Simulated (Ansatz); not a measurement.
The input, for Ansatz 0.2.0:

```yaml
crystal:
  periodic: [false, false, false]
  atoms:
    - {symbol: Mo, position_ang: [0.000000, 0.000000, 1.452433]}
    - {symbol: N, position_ang: [0.000000, 0.000000, -0.218867]}
    - {symbol: H, position_ang: [0.000000, 0.000000, -1.233567]}
basis:
  gaussian: {orbitals: def2-TZVPP}
total_charge: 1
magnetization: {spin_polarized: true, initial_magnetization: 3}
correlation: {method: ccsdt_q, electrons: outside_noble_gas}
```

```sh
$ ansatz run in.yaml --threads 2 --pin off --events-out ev --progress --plain --max-ram 24576MiB --backend cuda --devices 0, --max-vram 18GiB
```

The program prints:

```
1236 factors; integrals over basis functions are off by at most 3.1e-7 eV
mean field evaluation 1: about -3316.9209 eV, gradient 5.3e1 eV
mean field evaluation 2: about -3316.9268 eV, gradient 5.3e1 eV
mean field evaluation 4: about -3327.6406 eV, gradient 7.7e0 eV
mean field evaluation 8: about -3328.1969 eV, gradient 1.7e0 eV
mean field evaluation 16: about -3328.9249 eV, gradient 3.6e-4 eV
mean field evaluation 32: about -3274.1541 eV, gradient 9.3e1 eV
mean field evaluation 64: about -3328.9237 eV, gradient 1.0e-1 eV
mean field evaluation 96: about -3328.8840 eV, gradient 9.4e-1 eV
mean field evaluation 128: about -3316.9209 eV, gradient 5.3e1 eV
mean field evaluation 160: about -3324.5176 eV, gradient 1.4e0 eV
...
cycle  16  -9.66786383 eV  change   -1.1e-6 eV  update   5.6e-5
cycle  17  -9.66788255 eV  change   -1.9e-5 eV  update   3.4e-5
cycle  18  -9.66780762 eV  change    7.5e-5 eV  update   2.2e-5
cycle  19  -9.66775143 eV  change    5.6e-5 eV  update   1.3e-5
cycle  20  -9.66774925 eV  change    2.2e-6 eV  update   8.0e-6
cycle  21  -9.66776409 eV  change   -1.5e-5 eV  update   5.6e-6
cycle  22  -9.66778076 eV  change   -1.7e-5 eV  update   4.3e-6
cycle  23  -9.66779966 eV  change   -1.9e-5 eV  update   2.8e-6
cycle  24  -9.66780096 eV  change   -1.3e-6 eV  update   1.7e-6
cycle  25  -9.66779965 eV  change    1.3e-6 eV  update   1.2e-6
perturbative correction -0.06866822 eV, -0.0025235106 hartree
Total energy: -3338.66140781 eV, -122.6935437109 hartree
```

Ran on 2 threads of AMD EPYC 7R13 with a shared H100 80 GB, shared host: 45 s wall, 1.1 GiB peak host memory.
